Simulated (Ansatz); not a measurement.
Relative stability

The two ends of one reaction step of CH5S, doublet (PBE0-D4/def2-TZVP).

A:

H1  (0.139, -0.993, -0.024)
S2  (0.630, -2.244, 0.098)
C3  (-0.619, 1.235, -0.191)
H4  (1.746, -1.807, 0.700)
H5  (-1.556, 0.905, -0.619)
H6  (-0.542, 1.393, 0.875)
H7  (0.200, 1.510, -0.839)
(Å)

B:

```
7
angstrom
H -1.3153 -0.0246 -0.6045
S 1.1994 -2.3243 0.3038
C -0.6276 0.7332 -0.2302
H 1.9440 -1.3453 0.8490
H -1.0651 1.7214 -0.3705
H -0.4474 0.5661 0.8318
H 0.3120 0.6735 -0.7795
```

Program: Ansatz 0.2.0. Basis: def2-TZVPP. Cores are frozen in the correlated methods; orbitals are unrestricted. B3LYP uses VWN-RPA correlation.

Q: Which structure is lower at CCSD(T), and by how much? (To be estimated.)

A: By the calculation: B, by 17.01 kcal/mol (electronic energy, against the other). By their contacts, A is a complex of CH₃ + H₂S and B is a complex of CH₄ + HS.

All methods give the same order:

| method | E(B) − E(A) (kcal/mol) |
| --- | --- |
| SPW92 | -14.27 |
| PBE-D4 | -14.83 |
| BLYP-D4 | -15.87 |
| r2SCAN-D4 | -13.53 |
| B97M-V | -15.54 |
| PBE0-D4 | -15.39 |
| B3LYP-D4 | -16.35 |
| r2SCAN0-D4 | -14.38 |
| BHLYP-D4 | -17.06 |
| CAM-B3LYP-D4 | -16.86 |
| wB97X-V | -16.89 |
| wB97M-V | -16.24 |
| B2PLYP | -16.74 |
| PBE-QIDH | -16.15 |
| RPA on PBE | -19.21 |
| HF | -17.52 |
| MP2 | -16.89 |
| CCSD | -17.31 |
| CCSD(T) | -17.01 |

T1 diagnostic: at most 0.010. ⟨S²⟩ of the unrestricted Hartree–Fock references: 0.76 (a pure state has 0.75).

For scale, one of the runs: CCSD(T)/def2-TZVPP, 143 basis functions, launched by `ansatz run in.yaml --threads 2 --pin off --events-out ev --progress --plain --max-ram 4352MiB`. Hardware: 2 CPU threads of an Arm Neoverse V2, shared host. Wall time 33 s; peak host memory 1.8 GiB.
